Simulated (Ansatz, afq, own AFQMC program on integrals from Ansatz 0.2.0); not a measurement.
## Where AFQMC and coupled cluster stand for CHB, singlet

```xyz
3

B    -0.2707    0.0000    0.6463
C     0.2324    0.0000   -0.7287
H     0.1338    0.0000    1.7517
```

Connectivity, by distances: BH–C.

Basis 6-31G. Noble-gas cores (and the filled d shells of Ga–Kr and In–Xe) are frozen. Integrals, coupled cluster, full CI and functionals: Ansatz 0.2.0; the random walks run on the same integrals in our own AFQMC program. ph-AFQMC/CISD is guided by a CISD state made of CCSD amplitudes; releasing the constraint for a short imaginary time cuts its bias at the price of noise, slowly where states lie close. ± is one standard error of the sampling.

Determinant: RHF, the one that the program's search chose, which needn't be the lowest solution. The geometry is a point of a scan.

Full CI on the same integrals is exact in this basis and with this determinant's frozen core.

Cautions: higher spins were not checked; restricted determinant unstable towards unrestricted (UHF 1.22 eV lower, ⟨S²⟩ 1.24); strong correlation (T1 0.093, weight of the determinant 0.77, largest double 0.16); CCSDTQ on the UHF determinant differs (1.01 eV lower), perhaps since the unrestricted series falls towards higher spin.

```
T1 diagnostic                               : 0.0925
weight of the determinant in the CISD state : 0.774
size of the correlated space                : 8 electrons in 18 orbitals
```

| level | correlation energy (eV) |
| --- | --- |
| MP2 | -3.1189 |
| CCSD | -4.0558 |
| CCSD(T) | -4.2468 |

(1) Estimate where full CI lies against CCSD(T) on the same integrals.

(1) 5.9 kJ/mol below CCSD(T).

Reference: full CI, correlation energy -4.308 eV. The released energy is read at 2.40 1/Eh (meV from the phaseless value at times in 1/Eh: -11 ± 4 at 0.24, -18 ± 4 at 0.51, -26 ± 6 at 0.99, -30 ± 5 at 1.62, -19 ± 7 at 2.40). The cautions show a poor starting determinant, so the rows tell how each method copes with it here, and full CI is the sure value.

| level | E − E(reference) (kJ/mol) | share of correlation (%) |
| --- | --- | --- |
| CCSD(T) | 5.9 | 98.58 |
| CCSDT | 2.4 | 99.42 |
| CCSDT(Q) | -0.9 | 100.21 |
| CCSDTQ | 0.2 | 99.96 |
| ph-AFQMC/CISD | 2.8 ± 0.4 | 99.34 |
| released AFQMC | 0.9 ± 0.7 | 99.77 |

CCSDT and higher add their correlation energy to the determinant of the CCSD(T) run, since their own runs factorise the integrals more tightly (a shift of under 2 meV). A walk keeps the symmetry of its determinant, which the program's search chose and which needn't be the lowest solution, so a lower state of the same spin and another symmetry isn't excluded. Released energies are given only where the last usable release times agree within the noise; a slower fall can still hide under it.
